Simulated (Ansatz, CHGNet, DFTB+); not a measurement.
**Volume per atom of hcp Mg: levels of theory against measurement**

Reference value: 22.65 Å³/atom (measured, copied from a table, unchecked, extrapolated to 0 K and zero-point effects removed; as tabulated in Lejaeghere et al. (2013), arXiv:1204.2733).

Question: What do GFN1-xTB as cut by DFTB+, CHGNet 0.3.0, LDA, PBE, rVV10, r²SCAN+rVV10, HSE06 give, and how far is each from the reference?

Answer: 
```csv
level (code),value (Å³/atom),error (%)
GFN1-xTB as cut by DFTB+,42.47,+88
CHGNet 0.3.0,22.85,+0.9
LDA (Ansatz),21.61,-4.6
PBE (Ansatz),22.95,+1.3
rVV10 (Ansatz),22.50,-0.7
r²SCAN+rVV10 (Ansatz),22.46,-0.8
HSE06 (Ansatz),22.90,+1.1
```

Once the reference is moved by up to 2.0 % (a margin picked here for doubts on the reference and the settings) and values within 0.3 % count as equal, the nearest can be rVV10 (-0.7 %), r²SCAN+rVV10 (-0.8 %), CHGNet 0.3.0 (+0.9 %), HSE06 (+1.1 %) or PBE (+1.3 %). Among them GFN1-xTB as cut by DFTB+ (+88 %) misses by most.

GFN1-xTB as cut by DFTB+: the cell moved over 20 % in volume from its start. GFN1-xTB as cut by DFTB+: the method was fitted mainly to molecules. GFN1-xTB as cut by DFTB+: codes differ in how they cut the long-range tail of xTB's charge interaction in a crystal, so the value belongs to this code. HSE06: exact exchange on metals is sensitive to the k mesh and can open a false gap. HSE06: the run warned that the count of filled bands differs between k points. Cutoffs and k meshes differ between the levels. Ansatz's density-functional and Hartree–Fock values are scalar-relativistic unless marked +SOC, with PAW data made under PBE.

Machine-learned potentials (CHGNet 0.3.0) are trained on DFT data: a solid inside that data is no test of them.

Differences are worked out from the printed values.

Ansatz is a quantum-chemistry and plane-wave program.
